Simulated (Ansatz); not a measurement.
**[NH2···H···CH3], doublet: transfer scan**

Starting geometry:

```xyz
8

N    -1.1459   -0.0178   -0.0277
H    -1.4432    0.9501   -0.0277
H    -1.4432   -0.4201    0.8526
H    -0.1335   -0.0178   -0.0277
C     1.2701   -0.0178   -0.0277
H     1.2701   -1.0978   -0.0277
H     1.2701    0.5222    0.9077
H     1.2701    0.5222   -0.9630
```

From there H4 is moved from one fragment to the other while all else, the fragments' distance too, stays fixed; atoms are numbered as listed. Energies are in kJ/mol, counted from the starting geometry at the same level. Kohn–Sham curves are unrestricted where that lies lower.

Basis cc-pVDZ; Ansatz 0.2.0. Correlated methods freeze the noble-gas cores. R marks a restricted (for open shells ROHF) determinant, U an unrestricted one.

Full CI isn't at hand for all of this; UCCSDT(Q) serves as the reference, and is uncertain by about the last step of the cluster series.

| distance N1-H4 (Å) | PBE0 |
| --- | --- |
| 1.012 | 0.0 |
| 1.057 | 1.4 |
| 1.147 | 16.4 |
| 1.236 | 37.4 |
| 1.326 | 63.4 |

Q: Estimate the UCCSDT(Q) curve in cc-pVDZ from this one, knowing how PBE0 errs.

A: The computed UCCSDT(Q) values, in kJ/mol from the starting point, and the error of PBE0 against them:
```
distance N1-H4 (Å)  UCCSDT(Q)  PBE0 less UCCSDT(Q)
             1.012        0.0                  0.0
             1.057        3.9                 -2.4
             1.147       23.7                 -7.3
             1.236       47.7                -10.3
             1.326       73.3                 -9.9
```

The error spans 10.3 kJ/mol and is largest, -10.3 kJ/mol, at 1.236 Å.

In so small a basis the reference is far from its limit while semilocal and hybrid functionals are nearer theirs, so the functionals' errors here hold much of the reference's basis and frozen-core error, which can add to them or hide them.
